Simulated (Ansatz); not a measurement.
The first iterations of a band of BH3O + H2 (7 atoms, charge 0, multiplicity 1).

The calculation used RKS PBE-D4/def2-SVPD in Ansatz.

```
movable images  : 5
climbing image  : yes
spring          : 5.0 eV/Å²
optimiser       : quadratic models (default)
start path      : through a guess of the saddle point
force threshold : 0.03 eV/Å
iteration limit : 60
end points      : relaxed
```

First end point:

```xyz
7
Properties=species:S:1:pos:R:3
B -0.075 -0.404 0.238
O -0.103 -0.871 1.515
H -1.001 -0.934 1.884
H 1.017 -0.310 -0.282
H -1.107 -0.114 -0.338
H -0.048 2.568 0.492
H 0.530 2.345 0.947
```

Last end point:

```xyz
7
Properties=species:S:1:pos:R:3
B -0.143 0.374 -0.083
O 0.033 -0.051 1.560
H -0.826 0.075 2.006
H 0.989 0.204 -0.505
H -0.980 -0.433 -0.458
H -0.519 1.540 -0.039
H 0.659 0.572 1.975
```

| iteration | highest image above the first end (eV) | largest band force component (eV/Å) |
| --- | --- | --- |
| 1 | 2.553 | 4.340 |
| 2 | 1.567 | 2.477 |
| 3 | 1.523 | 3.884 |

Question: Does the band converge within its limit, and where does its top end?

Answer: The run converged. It ended after 11 iterations with the highest image 1.326 eV above the first end. A vibrational analysis at the climbing image gives one clearly imaginary mode, 1176i cm⁻¹: a first-order saddle point. The orbitals stay closed-shell, which can raise the energy where a bond breaks towards radicals; this wasn't checked here.

Time of the run: 66 s on 1 thread of Arm Neoverse V2, on a shared host, peak memory 0.12 GiB.
